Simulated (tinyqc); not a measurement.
ROHF in the sto-3g basis, for LiH, spin multiplicity 3, step by step (part 2 of 2). Computed by tinyqc, a small Python program that keeps every step (integrals from PySCF). Command: `OMP_NUM_THREADS=1 python tinyqc.py 29074 29075 out.jsonl` (the two numbers bound the seeds that draw the settings). One thread of a shared host (Intel(R) Xeon(R) Processor @ 2.60GHz), about 0.08 s of CPU time with the checks.

Geometry (angstrom):
```
atom         x         y         z
Li    0.000000  0.000000  0.000000
H     0.000000  0.000000  1.895000
```

## Iteration 12 (converged): orbitals

converged F (hartree), lower triangle:
```
            1Li 1s     1Li 2s   1Li 2px   1Li 2py    1Li 2pz      2H 1s
1Li 1s   -2.339461
1Li 2s   -0.638442  -0.203080
1Li 2px   0.000000   0.000000  0.164756
1Li 2py   0.000000   0.000000  0.000000  0.164756
1Li 2pz  -0.010188  -0.003667  0.000000  0.000000   0.111894
2H 1s    -0.098747  -0.156793  0.000000  0.000000  -0.150950  -0.216093
```

X, lower triangle:
```
            1Li 1s     1Li 2s   1Li 2px   1Li 2py    1Li 2pz     2H 1s
1Li 1s    1.023407
1Li 2s   -0.130490   1.076051
1Li 2px   0.000000   0.000000  1.000000
1Li 2py   0.000000   0.000000  0.000000  1.000000
1Li 2pz  -0.007190   0.072203  0.000000  0.000000   1.097867
2H 1s     0.016899  -0.206496  0.000000  0.000000  -0.280908  1.149386
```

Diagonalise F' = X^T F X, C = X C', fill 3 alpha and 1 beta electrons from the bottom; D(s) = C_occ C_occ^T. Each column has its largest component positive (the first on a tie).

F' = X^T F X (hartree), lower triangle:
```
           1          2         3         4          5          6
1  -2.285800
2  -0.359413  -0.035838
3   0.000000   0.000000  0.164756
4   0.000000   0.000000  0.000000  0.164756
5  -0.020069   0.069678  0.000000  0.000000   0.215945
6  -0.000940  -0.135468  0.000000  0.000000  -0.185670  -0.113782
```

orbital energies (hartree): MO1 -2.342079, MO2 -0.234532, MO3 0.011005, MO4 0.164756, MO5 0.164756, MO6 0.346131

coefficients C:
```
               MO1        MO2        MO3        MO4       MO5        MO6
1Li 1s    0.991056  -0.105106  -0.240868   0.000000  0.000000  -0.116062
1Li 2s    0.035471   0.246699   0.931575   0.000000  0.000000   0.541125
1Li 2px   0.000000   0.000000   0.000000  -0.179956  0.983675   0.000000
1Li 2py   0.000000   0.000000   0.000000   0.983675  0.179956   0.000000
1Li 2pz   0.005893   0.111563  -0.409744   0.000000  0.000000   1.053145
2H 1s    -0.004716   0.845616  -0.271372   0.000000  0.000000  -0.808822
```

D(alpha) after iteration 12, lower triangle:
```
            1Li 1s     1Li 2s   1Li 2px   1Li 2py   1Li 2pz     2H 1s
1Li 1s    1.051256
1Li 2s   -0.215163   0.929951
1Li 2px   0.000000   0.000000  0.000000
1Li 2py   0.000000   0.000000  0.000000  0.000000
1Li 2pz   0.092809  -0.353976  0.000000  0.000000  0.180371
2H 1s    -0.028189  -0.044358  0.000000  0.000000  0.205504  0.788731
```

D(beta) after iteration 12, lower triangle:
```
            1Li 1s     1Li 2s   1Li 2px   1Li 2py    1Li 2pz     2H 1s
1Li 1s    0.982192
1Li 2s    0.035154   0.001258
1Li 2px   0.000000   0.000000  0.000000
1Li 2py   0.000000   0.000000  0.000000  0.000000
1Li 2pz   0.005841   0.000209  0.000000  0.000000   0.000035
2H 1s    -0.004674  -0.000167  0.000000  0.000000  -0.000028  0.000022
```

Within a degenerate level the vectors are fixed only up to a rotation; this is one choice.

## Convergence

Stop when the energy changes by less than 1e-09 hartree and every element of the error matrix X^T (F D S - S D F) X is below 9e-06.

Course of the cycle:
```
iteration  E (hartree)     change  largest element of the error matrix
1          -1.72665976          -                             9.73e-02
2          -7.50376728  -5.78e+00                             2.39e-01
3          -7.76402936  -2.60e-01                             6.08e-02
4          -7.77429281  -1.03e-02                             8.37e-03
5          -7.77472881  -4.36e-04                             3.00e-03
6          -7.77477793  -4.91e-05                             1.10e-03
7          -7.77478488  -6.95e-06                             4.11e-04
8          -7.77478586  -9.78e-07                             1.53e-04
9          -7.77478600  -1.37e-07                             5.73e-05
10         -7.77478602  -1.92e-08                             2.14e-05
11         -7.77478602  -2.69e-09                             8.01e-06
12         -7.77478602  -3.76e-10                             2.99e-06
```

PySCF ROHF in the same basis = -7.77478602 hartree

Converged in 12 iterations.

## Populations, bond orders and dipole

overlap S, lower triangle:
```
           1Li 1s    1Li 2s   1Li 2px   1Li 2py   1Li 2pz     2H 1s
1Li 1s   1.000000
1Li 2s   0.241137  1.000000
1Li 2px  0.000000  0.000000  1.000000
1Li 2py  0.000000  0.000000  0.000000  1.000000
1Li 2pz  0.000000  0.000000  0.000000  0.000000  1.000000
2H 1s    0.035034  0.323089  0.000000  0.000000  0.447912  1.000000
```

Mulliken: Z minus the diagonal of D S on the atom; Loewdin: the same with S^(1/2) D S^(1/2); Mayer order: 2 sum_s sum (D(s) S)_ij (D(s) S)_ji over the two atoms.

Charges (e):
```
atom   Mulliken    Loewdin  Mulliken spin
1Li   -0.134748  -0.191297       1.134332
2H     0.134748   0.191297       0.865668
```

Mayer bond orders:
```
pair     order
2-1   0.232462
```

dipole moment about the origin, x y z (debye): 0.000000  0.000000  3.835218
